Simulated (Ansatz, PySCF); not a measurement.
System: thiophene, C4H4S, charge 0, multiplicity 1. 
Structure (B3LYP-D3(BJ)/def2-TZVP (Ansatz, an electronic-structure program) minimum search):
```xyz
9

S     -0.0075     0.0093     1.1889
C     -0.0031     1.2348    -0.0155
C      0.0032    -1.2349     0.0038
C      0.0061     0.7012    -1.2720
C      0.0098    -0.7210    -1.2609
H     -0.0076     2.2744     0.2670
H      0.0041    -2.2700     0.3026
H      0.0102     1.2987    -2.1721
H      0.0169    -1.3325    -2.1515
```
Charge 0, spin multiplicity 1.

Dipole moments at this geometry, in debye (magnitudes).

```
level                    program  dipole (D)
-----------------------  -------  ----------
SVWN5/def2-TZVPD          Ansatz        0.47
PBE/def2-TZVPD            Ansatz           …
B97M-V/def2-TZVPD         Ansatz        0.54
PBE0/def2-TZVPD           Ansatz        0.54
TPSSh/def2-TZVPD           PySCF        0.56
r2SCAN0/def2-TZVPD        Ansatz        0.57
CAM-B3LYP/def2-TZVPD      Ansatz        0.53
LC-wPBE/def2-TZVPD        Ansatz        0.58
wB97M-V/def2-TZVPD        Ansatz        0.48
CCSD(T)/aug-cc-pV(D+d)Z   Ansatz           …
```

### Question
What belongs in the gaps?

### Answer

- PBE/def2-TZVPD, dipole (D): 0.48
- CCSD(T)/aug-cc-pV(D+d)Z, dipole (D): 0.52

Measured: 0.55 D (NIST CCCBDB, as tabulated in the package chemicals), a vibrational average. This is an older compilation, not checked against later work.
